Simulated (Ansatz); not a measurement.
# SiNS+ (triplet): from Hartree-Fock to the top rungs, cc-pVDZ

The task here is to estimate one member of a computed series from the others.

Program: Ansatz 0.2.0, Gaussian basis. Level of theory: cc-pVDZ, core rule «outside noble gas», up to 11 orbitals frozen. These are calculated values, not measurements.

Plan: UHF; CCSD(T) on ROHF; CCSD(T) on UHF; BCCD(T) on ROHF; CISD; CCSDT(Q) on ROHF; CCSDT(Q) on UHF; CASSCF and MRCISD+Q, 12 electrons in 11 orbitals; CASSCF and NEVPT2, 12 electrons in 11 orbitals.

28 further runs of the same task are left out: 17 that didn't finish, 11 set aside as unsound or not needed.

**The geometry**

The geometry is a PBE0/def2-TZVP stationary point (not a proven minimum) of the parent state, kept for this charge and spin.

3 atoms, charge 1, spin multiplicity 3.

Atoms are counted from 1 here; the program's logs count them from 0.

Bond lengths: S1–N2 1.575 Å, N2–Si3 1.592 Å. Angles: S1–N2–Si3 180.0°.

The first run:

in.yaml reads:

```yaml
crystal:
  periodic: [false, false, false]
  atoms:
    - {symbol: S, position_ang: [0.000000, 0.000000, -1.580500]}
    - {symbol: N, position_ang: [0.000000, 0.000000, -0.005800]}
    - {symbol: Si, position_ang: [0.000000, 0.000000, 1.586300]}
basis:
  gaussian: {orbitals: cc-pVDZ}
total_charge: 1
magnetization: {spin_polarized: true, initial_magnetization: 2}
hamiltonian: {xc: hf}
output: {orbitals: {seedname: orbitals}}
```

Launch:

```
> ansatz run in.yaml --threads 1 --pin off --events-out ev --progress --plain --max-ram 2393MiB
```

Steps of the session up to this table: UHF; CCSD(T) on ROHF; CCSD(T) on UHF; BCCD(T) on ROHF; CISD; CCSDT(Q) on ROHF; CCSDT(Q) on UHF; CASSCF and MRCISD+Q, 12 electrons in 11 orbitals; CASSCF and NEVPT2, 12 electrons in 11 orbitals.

One table of the session follows, with a row left open; its other results are not shown here.

It belongs to the step «Misses and costs». 

```
          method  from UCCSDT(Q) (kcal/mol)
            ROHF                    +236.60
             UHF                    +231.47
            RMP2                     +26.66
            UMP2                     +28.35
            CISD                     +35.78
           RCCSD                     +11.33
           UCCSD                     +11.15
        RCCSD(T)                      +1.74
        UCCSD(T)                      +1.79
         BCCD(T)                      +1.71
          RCCSDT                          ?
          UCCSDT                      +1.13
       RCCSDT(Q)                      +0.12
       UCCSDT(Q)                          0
  CASSCF valence                    +152.24
  NEVPT2 valence                     +38.45
  MRCISD valence                     +16.87
MRCISD+Q valence                      +3.47
```

**Question.** Estimate the row for RCCSDT.

As computed: from UCCSDT(Q) (kcal/mol): +1.15. In the column «from UCCSDT(Q) (kcal/mol)» it lies between UCCSDT (+1.13) and BCCD(T) (+1.71).

Limits of these values: Restricted and unrestricted rows rest on different reference determinants; where their highest levels disagree by more than a few hundredths of an eV, they describe different states and don't form one ladder.
